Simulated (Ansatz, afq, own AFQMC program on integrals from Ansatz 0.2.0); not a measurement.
Integrals from Ansatz 0.2.0, then the random walk in our own AFQMC program (afq).

```yaml
crystal:
  periodic: [false, false, false]
  atoms:
    - {symbol: Al, position_ang: [0.000000, 0.000000, 0.456228]}
    - {symbol: Li, position_ang: [0.000000, 0.000000, -2.182594]}
    - {symbol: H, position_ang: [0.000000, 1.307862, 1.408637]}
    - {symbol: H, position_ang: [0.000000, -1.307862, 1.408637]}
basis:
  gaussian: {orbitals: 6-31G}
magnetization: {spin_polarized: false}
correlation: {method: ccsd_t, electrons: outside_noble_gas, hamiltonian_folder: ham}
```

```sh
$ ansatz run in.yaml --threads 1 --pin off --events-out ev --progress --plain --max-ram 1843MiB
```

Options of the walk:

```
--method phaseless --trial cid --walkers 40 --populations 1 --least-time 40 --time-step 0.01 --steps-per-block 50 --equilibration-blocks 20 --max-blocks 40 --target-error 0.00058 --factor-cut 1e-05 --seed 6552 --taylor-order 6
```

Times are imaginary, in 1/Eh. The walk had a cap of 137 s.

Output of the walk:

```
orbitals 20  electrons 3 3  factors 132 of 328
reference energy -250.45507494 Eh
CCSD correlation -0.06117378 Eh in 11 cycles, weight of the determinant in the CISD state 0.9287
energy of the start -250.516278 Eh
 block  time / (1/Eh)  mean weight  energy / Eh
     1     0.500  1.0004  -250.515854
     2     1.000  1.0007  -250.515604
     3     1.500  0.9977  -250.515326
     4     2.000  0.9987  -250.515505
     5     2.500  0.9992  -250.515822
     8     4.000  0.9992  -250.514941
    11     5.500  0.9997  -250.516158
    14     7.000  1.0003  -250.518068
    17     8.500  0.9997  -250.516929
    20    10.000  1.0004  -250.519207
    23    11.500  1.0006  -250.515418
    26    13.000  0.9981  -250.516825
    29    14.500  0.9997  -250.516015
    32    16.000  0.9993  -250.517248
    35    17.500  0.9983  -250.517804
    38    19.000  0.9994  -250.517635
    41    20.500  1.0001  -250.515825
    44    22.000  0.9996  -250.516274
    47    23.500  0.9999  -250.515300
    50    25.000  0.9996  -250.517621
    53    26.500  1.0020  -250.518553
    56    28.000  0.9996  -250.519097
    59    29.500  1.0003  -250.519847
    60    30.000  1.0003  -250.520078
blocks merged  error / Eh  count
     1  0.000205  40
     2  0.000281  20
     4  0.000339  10
energy -250.517219 +/- 0.000281 Eh
(rows thinned)
```

The run failed at least one of its tests; the cautions name the faults.

Against this walk (error 7.7 meV) on the same determinant: CCSD(T) 0.9 meV higher (within the noise), CCSDT(Q) 11.2 meV lower (within the noise), CCSDTQ 11.8 meV lower (within the noise), full CI 11.8 meV lower (within the noise). The error is statistical and leaves out the bias of the constraint.

Cautions: constraint bias not in the error; error not settled; the sampling time fell short of the least asked; the time-step error isn't removed.

The walk took 3.5 s on 1 thread of Arm Neoverse V2 (shared host). The log's last line is the phaseless energy.

CCSDT and higher add their correlation energy to the determinant of the CCSD(T) run, since their own runs factorise the integrals more tightly (a shift of under 2 meV). A walk keeps the symmetry of its determinant, which the program's search chose and which needn't be the lowest solution, so a lower state of the same spin and another symmetry isn't excluded.
